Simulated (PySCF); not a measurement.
## Argon: a sound run and one with changed settings

Sound run: Ar [Ar], Ar⁺ [Ne] 3s2 3p5. Calculation: PySCF 2.14, in cc-pV(T+d)Z (5s4p3d1f, 39 functions); the non-relativistic Hamiltonian (point nucleus). In the sound run the correlated levels freeze [Ne]. The sound run starts from symmetry-adapted Hartree-Fock orbitals and uses a fine grid where one is needed.

Changed run: basis STO-3G. This setting is unsound on purpose.

```csv
species,method,sound run (hartree),changed run (hartree),converged
Ar,UHF,-526.81313,-521.22288,yes
Ar,LDA,-525.93311,-520.19101,yes
Ar,PBE,-527.33667,-521.62842,yes
Ar,MP2,-527.02018,-521.22288,yes
Ar⁺,UHF,-526.27765,-520.72694,yes
Ar⁺,LDA,-525.34532,-519.65111,yes
Ar⁺,PBE,-526.75973,-521.09287,yes
Ar⁺,MP2,-526.44384,-520.72694,yes
```

Ionisation energy of Ar:

```json
{"method": "UHF", "sound run (eV)": "14.571", "changed run (eV)": "13.495"}
{"method": "LDA", "sound run (eV)": "15.995", "changed run (eV)": "14.692"}
{"method": "PBE", "sound run (eV)": "15.699", "changed run (eV)": "14.573"}
{"method": "MP2", "sound run (eV)": "15.683", "changed run (eV)": "13.495"}
{"method": "SCS-MP2", "sound run (eV)": "15.580", "changed run (eV)": "13.495"}
```

A minimal basis cannot let orbitals breathe on ionisation and holds almost no correlation.

For comparison, NIST gives 15.760 eV between the lowest levels.
